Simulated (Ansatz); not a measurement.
# B₂SiH (sextet): from Hartree-Fock to the top rungs, def2-TZVPP

The task here is to estimate one member of a computed series from the others.

The runs use Ansatz 0.2.0, Gaussian basis; def2-TZVPP, core rule «outside noble gas», up to 7 orbitals frozen.

Plan: UHF; ROHF; CCSD(T) on UHF.

## What is computed

The geometry is a PBE0/def2-TZVP stationary point (not a proven minimum) of the parent state, kept for this charge and spin.

4 atoms, charge 0, spin multiplicity 6.

Atoms are counted from 1 here; the program's logs count them from 0.

Bond lengths: B1–B2 1.555 Å, B1–H4 1.178 Å, B2–Si3 1.975 Å. Angles: B2–B1–H4 180.0°, B1–B2–Si3 180.0°.

Set-up of the first run:

in.yaml

```yaml
crystal:
  periodic: [false, false, false]
  atoms:
    - {symbol: B, position_ang: [0.000000, 0.000000, -0.976964]}
    - {symbol: B, position_ang: [0.000000, 0.000000, 0.578505]}
    - {symbol: Si, position_ang: [0.000000, 0.000000, 2.553858]}
    - {symbol: H, position_ang: [0.000000, 0.000000, -2.155400]}
basis:
  gaussian: {orbitals: def2-TZVPP}
magnetization: {spin_polarized: true, initial_magnetization: 5}
hamiltonian: {xc: hf}
output: {orbitals: {seedname: orbitals}}
```

Started as:

```
ansatz run in.yaml --threads 1 --pin off --events-out ev --progress --plain --max-ram 4096MiB --backend cpu
```

Among the steps run: UHF; ROHF; CCSD(T) on UHF.

One table of the session follows, with a row left open; its other results are not shown here.

| method | from UCCSD(T) (kcal/mol) |
| --- | --- |
| ROHF | +157.61 |
| UHF | ? |
| UMP2 | +30.60 |
| UCCSD | +7.43 |
| UCCSD(T) | 0 |

Estimate the missing values for UHF.

The run gave: from UCCSD(T) (kcal/mol): +154.83. In the column «from UCCSD(T) (kcal/mol)» it lies between UMP2 (+30.60) and ROHF (+157.61).
